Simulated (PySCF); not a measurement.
# Telling isomers of C$_{3}$H$_{7}$N apart by NMR

- PBE0-D3(BJ)/def2-SVP structure
- PBE0/pcSseg-1 with gauge-including orbitals
- couplings computed with B3LYP/pcJ-1 (spin–dipole term left out of most H,H and C,H couplings)
- code: PySCF 2.14
- non-relativistic Hamiltonian, one averaged value for each set of equivalent atoms, one computed conformer, isolated molecule

δ = σ(ref) − σ, references computed at the same level: $^{1}$H and $^{13}$C vs TMS. Multiplet labels drop J under 1 Hz and among equivalent protons, and merge close values. Unscaled 3J(H,H) run several per cent high. Vicinal couplings that depend on rotamer populations or ring flexing (ring, CH–CH, X–H and H–F types) are those of the one conformer. Shifts are as computed. Against solution values, carbons near 30 ppm lie about +2 ppm off and those near 130 ppm about +5 ppm (rms about the fit 1.9 ppm; single classes can miss by 10 ppm). Of 1328 compounds with measured shifts, 309 miss one by over three times the rms of a fit or turn the order of signals round; such compounds aren't used in these exercises. Signals without a measured value on file couldn't be tested in this way; 1H shifts scatter by 0.2 ppm about their fit, and single ones miss by 0.5 ppm. OH and NH positions are gas-phase values without hydrogen bonding to other molecules.

(1) Tabulate the signals of `C=NCC`, `C1CNC1` and their relative energies.

(2) What is the quickest way to tell C=NCC from C1CNC1?

Answers

(1) 
```tsv
SMILES	carbon types	δC	δH	E rel. (kcal/mol)
C=NCC	2×CH2 1×CH3	155.6, 62.8, 18.7	7.55 (dt, 1H), 7.11 (dt, 1H), 3.38 (qt, 2H), 1.27 (t, 3H)	0.0
C1CNC1	3×CH2	50.5, 23.3	3.48 (dd, 4H), 2.05 (tt, 2H), 0.00 (br s, 1H)	7.7
```

Energies are electronic energies at PBE0/pcSseg-1 on these geometries, without zero-point or thermal terms, each for the one conformer computed, which needn't be the lowest.

(2) Count the carbon signals: 3 against 2. The first has a C=N carbon (CH2) at 155.6 ppm, the second an sp3 CH2 in a ring at 23.3 ppm. Their most deshielded carbons lie at 155.6 and 50.5 ppm. In the proton spectra the most deshielded non-exchanging signals are 7.55 (dt, J = 19.3, 1.8 Hz, 1H) and 3.48 (dd, J = 8.8, 6.1 Hz, 4H).
